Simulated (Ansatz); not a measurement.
A single point on C4H7FO (`FC1CCCO1`).

```yaml
crystal:
  periodic: [false, false, false]
  atoms:
    - {symbol: F, position_ang: [-2.075219, -0.572584, 0.212960]}
    - {symbol: C, position_ang: [-0.983242, -0.003671, 0.864497]}
    - {symbol: C, position_ang: [0.234938, -0.864151, 0.615484]}
    - {symbol: C, position_ang: [0.670261, -0.360183, -0.756532]}
    - {symbol: C, position_ang: [0.299928, 1.116989, -0.684379]}
    - {symbol: O, position_ang: [-0.710467, 1.229009, 0.325653]}
    - {symbol: H, position_ang: [-1.284419, 0.120962, 1.906570]}
    - {symbol: H, position_ang: [0.001446, -1.927260, 0.651202]}
    - {symbol: H, position_ang: [0.987659, -0.642164, 1.376806]}
    - {symbol: H, position_ang: [1.730688, -0.513981, -0.956148]}
    - {symbol: H, position_ang: [0.098177, -0.863103, -1.538031]}
    - {symbol: H, position_ang: [-0.095253, 1.505298, -1.625122]}
    - {symbol: H, position_ang: [1.145803, 1.740041, -0.378062]}
basis:
  gaussian: {orbitals: def2-QZVPP}
correlation: {method: mp2}
```

```sh
$ ansatz run in.yaml --threads 4 --pin off --events-out ev --progress --plain --max-ram 10444MiB
```

Output, abridged:

```
Functional definition: HF
3342 factors; integrals over basis functions are off by at most 8.9e-4 eV
mean field evaluation 1: about -8975.3091 eV, gradient 4.2e1 eV
mean field evaluation 2: about -8975.4835 eV, gradient 4.2e1 eV
mean field evaluation 4: about -8979.6022 eV, gradient 4.7e0 eV
mean field evaluation 8: about -8979.6667 eV, gradient 3.2e-1 eV
mean field -8979.66705042 eV, -329.9966774658 hartree, gradient 2.3e-6 eV, S^2 0.000000; 0 other end points of the search recorded, 0 dependent functions left out
6 core orbitals not correlated: weight in the atoms' cores, before any rotation towards them, 1.000 or more for the frozen orbitals, at most 0.000 for the correlated occupied ones
reference -8979.66705042 eV, -329.9966774658 hartree; 18, 18 occupied and 528, 528 virtual orbitals, 3342 factors
second order -33.76396519 eV of doubles, -0.00000000 eV of singles
Total energy: -9013.43101561 eV, -331.2374803007 hartree
```

Hardware: 4 threads of an Arm Neoverse V1 on a shared host. Wall time 38 s, peak host memory 4.8 GiB.
